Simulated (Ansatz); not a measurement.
Ideal-gas functions of `CNC=O` at 800 K and 1 bar, from an Ansatz frequency run at PBE0-D4/def2-TZVP.

Molar mass 59.07 g/mol, point group Cs (symmetry number 1), electronic degeneracy 1, moments of inertia 25.082, 81.726, 103.62 u Å². Harmonic wavenumbers (cm⁻¹, unscaled): 72, 277, 298, 545, 773, 982, 1029, 1151, 1159, 1240, 1421, 1435, 1488, 1493, 1566, 1811, 2961, 3049, 3109, 3167, 3665.

Use S(trans) = R[1.5 ln M + 2.5 ln T − 1.1517]; rotational temperatures θ = 24.2544 K / I; S(rot) = R[ln(√π/σ · √(T³/θAθBθC)) + 1.5]; for each mode x = 1.438777 ν̃/T, S = R[x/(eˣ − 1) − ln(1 − e⁻ˣ)] and H = RT x/(eˣ − 1); 1 cm⁻¹ = 0.0119627 kJ/mol; R = 8.31446 J/(mol·K).

**Question.** By hand: the entropy, in J/(mol·K).

**Answer.** Translation 180.2. Rotation: θ = 0.967, 0.2968, 0.2341 K, giving 111.8. Vibration, mode by mode: 25.32, 14.19, 13.60, 8.81, 6.21, 4.59, 4.29, 3.61, 3.57, 3.18, 2.46, 2.41, 2.24, 2.22, 2.00, 1.41, 0.26, 0.22, 0.21, 0.19, 0.09, in all 101.1. Electronic 0.0. Sum 393.1 J/(mol·K).

**Question.** By hand: H − E and G − E in kJ/mol, counted from the electronic energy.

**Answer.** Zero-point energy ½ × 32691 × 0.0119627 = 195.5; thermal vibration 42.0; translation, rotation and pV give 4 RT = 26.6. H − E = 264.1 kJ/mol, and G − E = 264.1 − 800 × 393.1/1000 = -50.4 kJ/mol.

Vibration gives 26 % of the entropy, 25.3 J/(mol·K) of it from the mode under 150 cm⁻¹: soft modes count most, and the harmonic formula is weakest for them. The sum counts one conformer and one mirror image; others add a mixing term.
